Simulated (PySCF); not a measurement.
# Shieldings and the share of exact exchange

Molecule: `C[C@H](F)/C=C\F`, C₄H₆F₂.

Molfile (atoms numbered from 1):
```
C4H6F2
     RDKit          3D

 12 11  0  0  0  0  0  0  0  0999 V2000
   -1.5698    0.1035    0.2991 C   0  0  0  0  0  0  0  0  0  0  0  0
   -0.3856   -0.3348   -0.5355 C   0  0  2  0  0  0  0  0  0  0  0  0
   -0.6418   -1.6068   -1.0214 F   0  0  0  0  0  0  0  0  0  0  0  0
    0.8919   -0.3737    0.2402 C   0  0  0  0  0  0  0  0  0  0  0  0
    1.9075    0.4660    0.0701 C   0  0  0  0  0  0  0  0  0  0  0  0
    1.8854    1.4422   -0.8352 F   0  0  0  0  0  0  0  0  0  0  0  0
   -1.6927   -0.5588    1.1693 H   0  0  0  0  0  0  0  0  0  0  0  0
   -2.4905    0.0637   -0.3013 H   0  0  0  0  0  0  0  0  0  0  0  0
   -1.4270    1.1318    0.6613 H   0  0  0  0  0  0  0  0  0  0  0  0
   -0.2664    0.3332   -1.4047 H   0  0  0  0  0  0  0  0  0  0  0  0
    0.9911   -1.1463    1.0076 H   0  0  0  0  0  0  0  0  0  0  0  0
    2.8383    0.4467    0.6441 H   0  0  0  0  0  0  0  0  0  0  0  0
  1  2  1  0
  2  3  1  0
  2  4  1  0
  4  5  2  0
  5  6  1  0
  1  7  1  0
  1  8  1  0
  1  9  1  0
  2 10  1  6
  4 11  1  0
  5 12  1  0
M  END
```

GIAO shieldings (ppm, equivalent atoms averaged) in PySCF 2.14 on the PBE0-D3(BJ)/def2-SVP geometry, basis pcSseg-2, gas phase, non-relativistic:

```csv
functional,exact exchange (%),σ(C5),σ(C2),σ(F6),σ(F3)
BLYP,0,14.9,85.7,277.2,351.0
BP86,0,19.9,91.0,276.9,354.6
PBE,0,19.6,91.1,274.8,352.6
B3LYP,20,18.4,92.6,296.9,365.1
PBE0,25,23.8,99.2,299.0,369.7
BHandHLYP,50,24.0,101.7,321.9,381.9
HF,100,35.6,115.7,354.4,405.4
```

(1) Fit each shielding as a line in the percentage of exact exchange.

(2) What does the line predict for mPW1PW91 (25 %), and what does the run give?

## Answers

(1) σ(C5) = 17.6 + 0.17 x (rms 2.2 ppm); σ(C2) = 89.4 + 0.26 x (rms 2.2 ppm); σ(F6) = 278.1 + 0.79 x (rms 2.6 ppm); σ(F3) = 353.8 + 0.53 x (rms 1.8 ppm). The functionals also differ in their semilocal parts, which the line can't hold; Hartree–Fock has no correlation at all.

(2) σ(C5): 21.9 predicted, 23.1 computed; σ(C2): 95.9 predicted, 98.4 computed; σ(F6): 297.9 predicted, 299.6 computed; σ(F3): 367.1 predicted, 370.8 computed ppm.
